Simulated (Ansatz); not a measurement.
hcp Cd: LDA at its full settings (plane-wave cutoff 520 eV, 24×24×10 k mesh (along the axes of the cell as run), Fermi–Dirac smearing 0.05 eV, scalar-relativistic PAW data made under PBE) and at cheaper ones, in a cell of 2 atoms with Γ-centred meshes.

```csv
level and setting,lattice parameter a (Å),lattice parameter c (Å),bulk modulus B0 (GPa)
LDA (Ansatz),2.903,5.497,63.3
LDA (Γ point alone) (Ansatz),2.509,4.997,344
LDA (2×2×2 k mesh) (Ansatz),3.634,3.667,60.9
LDA (4×4×4 k mesh) (Ansatz),2.927,5.284,79.0
```

Largest shifts from the full settings: lattice constant a +25 % (LDA (2×2×2 k mesh)), against a difference of -2.55 % of the full result from the reference 2.979 Å (measured, 293 K, not corrected to a static lattice; as tabulated in Wikipedia's data pages); lattice parameter c -33 % (LDA (2×2×2 k mesh)), against a difference of -2.14 % of the full result from the reference 5.617 Å (measured, 293 K, no zero-point or thermal correction; as tabulated in Wikipedia's data pages); bulk modulus +443 % (LDA (Γ point alone)), against a difference of +17.7 % of the full result from the reference 53.8 GPa (measured, zero-point energy and finite temperature contributions removed, our sources range from 50.7 to 53.8; as tabulated in doi:10.1021/acs.jctc.3c00612).

The full settings aren't shown to be converged themselves.

Ansatz's density-functional and Hartree–Fock values are scalar-relativistic unless marked +SOC, with PAW data made under PBE.

Run with cheap settings on purpose, which may leave them unconverged: LDA (2×2×2 k mesh), LDA (4×4×4 k mesh), LDA (Γ point alone).

Ansatz is an electronic-structure program.
